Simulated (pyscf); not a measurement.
H₂Si=AsH + H₂ -> AsH₃ + SiH₂ [singlet], a concerted two-bond exchange (singlet surface; As–Si, H–H broken, As–H, As–H formed). Single points on ωB97X-D3(BJ)/def2-SVP structures (PySCF, gas phase). Energies in kcal/mol from the separated reactants.

Small-basis levels: PySCF, no dispersion term, spherical d functions. AM1 to PM7: differences of heats of formation from MOPAC, which are fitted to 298 K values and so differ in kind from electronic energies by zero-point and thermal terms. Cost: rough CPU time at the saddle relative to B3LYP/6-31G*+LANL2DZ, from one job on a shared machine.

| level | barrier | reaction energy | cost |
|---|---|---|---|
| BP86/6-31G*+LANL2DZ | 54.1 | +32.3 | 1 |
| PBE/6-31G*+LANL2DZ | 52.8 | +33.8 | 1 |
| B3LYP/3-21G | 54.3 | +26.9 | 0.9 |
| B3LYP/LANL2DZ | 57.6 | +26.2 | 0.7 |
| B3LYP/6-31G*+LANL2DZ | 58.2 | +28.2 | 1 |
| M06-2X/6-31G*+LANL2DZ | 56.6 | +29.2 | 2 |
| B3LYP/6-311+G**+LANL2DZ | 49.3 | +22.7 | 1 |
| AM1 | 43.0 | +29.2 | under 0.02 |
| PM3 | 23.8 | +50.5 | under 0.02 |
| ωB97M-D3(BJ)/def2-TZVP | 44.2 | +25.0 | – |

Against the last row the barrier runs from -20.4 (PM3) to +14.0 kcal/mol (B3LYP/6-31G*+LANL2DZ). At PM3 this geometry lies under one side, so the entry may be no barrier of that level: it is a single point on another level's saddle. ωB97M-D3(BJ)/def2-TZVP has limits of its own. On the product side the descent ends in an adduct with a As–Si contact, 11.4 kcal/mol under the separated species and 26.1 kcal/mol under the saddle at ωB97X-D3(BJ)/def2-TZVP. What is counted as broken (As–Si) persists as a longer contact in the product adduct; parting that adduct is a step of its own. At ωB97X-D3(BJ)/def2-TZVP the barrier from the zero used here is 46.8 kcal/mol. The same reactants have a lower exit, to H₃Si–AsH₂ (barrier +27.5 kcal/mol at ωB97M-D3(BJ)/def2-TZVP, against +44.2 kcal/mol here). This is the saddle that the search found; another between the same sides may lie lower. In the def2 sets elements up to Kr have no core potential.
